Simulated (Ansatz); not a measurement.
`C/N=C\F` and `C/N=C/NC` differ in one atom or group (the configuration at the double bond changes too).

Ansatz, PBE0-D4/def2-TZVP geometries, multiplicity 1. Each molecule was computed in one conformer, which needn't be the lowest.

| property | `C/N=C\F` |
| --- | --- |
| LUMO energy (B3LYP/def2-TZVPP) / eV | -0.18 |
| size of the dipole moment (ωB97M-V/def2-TZVPP) / D | 0.26 |
| LUMO energy (PBE0/def2-TZVPP) / eV | 0.12 |
| HOMO–LUMO gap (PBE0/def2-TZVPP) / eV | 8.18 |
| HOMO–LUMO gap (B3LYP/def2-TZVPP) / eV | 7.64 |
| HOMO energy (PBE0/def2-TZVPP) / eV | -8.07 |

Q: What does the change do to each property? (Best estimate.)

A: Ansatz gave: 
| property | `C/N=C/NC` | shift |
| --- | --- | --- |
| LUMO energy (B3LYP/def2-TZVPP) / eV | 0.76 | 0.94 |
| size of the dipole moment (ωB97M-V/def2-TZVPP) / D | 2.27 | 2.01 |
| LUMO energy (PBE0/def2-TZVPP) / eV | 1.04 | 0.92 |
| HOMO–LUMO gap (PBE0/def2-TZVPP) / eV | 7.35 | -0.83 |
| HOMO–LUMO gap (B3LYP/def2-TZVPP) / eV | 6.88 | -0.76 |
| HOMO energy (PBE0/def2-TZVPP) / eV | -6.31 | 1.76 |

With PBE0 the HOMO rises by 1.76 eV and the LUMO rises by 0.92 eV, so the gap narrows by about 0.84 eV. PBE moves the HOMO by 1.39 eV and ωB97M-V by 1.92 eV. The zero-point energy changes by 139.0 kJ/mol with +15 modes. Dipoles are sizes alone; their direction can turn.

B3LYP here is the variant with VWN-RPA as its local correlation; programs differ in this.
